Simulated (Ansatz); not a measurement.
CH₃AlS (`[CH2]1[AlH][S]1`), 6 atoms. Charge 0, multiplicity 1. All runs use 2 threads of an Arm Neoverse V1 on a shared host. Correlated methods freeze the cores. Open-shell runs search over several starts.

Problem. Give the basis size and wall time and peak host memory of each of these runs in Ansatz. RKS BHLYP-D4/def2-TZVPP energy; RHF-MP2/def2-QZVPP energy; RKS PBE0-D4/def2-TZVP relaxation (6 steps); RKS PBE0-D4/def2-SVP energy; RKS PBE0-D4/def2-QZVPP energy; RKS PBE-D4/def2-TZVPP energy and forces; UHF-CCSD(T)/def2-TZVPP energy of the cation; UKS B3LYP-D4/def2-TZVPP energy of the cation; RKS ωB97M-V/def2-SVP energy; UKS r2SCAN-D4/def2-TZVPP energy of the cation; UKS B2PLYP (frozen core)/def2-TZVPP energy of the cation; UKS ωB97X-V/def2-TZVPP energy of the cation. (Estimate.)

Solution. Ansatz gave: Other jobs shared the machine, so times are rough.

| level | job | functions | wall time | peak host memory (GiB) |
| --- | --- | --- | --- | --- |
| RKS PBE0-D4/def2-SVP | energy | 65 | 0.85 s | 0.11 |
| RKS PBE-D4/def2-TZVPP | energy and forces | 157 | 2 s | 0.16 |
| RKS BHLYP-D4/def2-TZVPP | energy | 157 | 2.4 s | 0.3 |
| RKS ωB97M-V/def2-SVP | energy | 65 | 4.1 s | 0.17 |
| RKS PBE0-D4/def2-QZVPP | energy | 287 | 4.6 s | 0.62 |
| RHF-MP2/def2-QZVPP | energy | 287 | 8.5 s | 0.86 |
| UKS B2PLYP (frozen core)/def2-TZVPP | energy of the cation | 157 | 11 s | 0.35 |
| RKS PBE0-D4/def2-TZVP | relaxation (6 steps) | 123 | 15 s | 0.21 |
| UKS B3LYP-D4/def2-TZVPP | energy of the cation | 157 | 22 s | 0.51 |
| UKS ωB97X-V/def2-TZVPP | energy of the cation | 157 | 29 s | 0.62 |
| UKS r2SCAN-D4/def2-TZVPP | energy of the cation | 157 | 29 s | 0.35 |
| UHF-CCSD(T)/def2-TZVPP | energy of the cation | 157 | 45 s | 2.3 |

B3LYP here is the variant with VWN-RPA as its local correlation; programs differ in this.
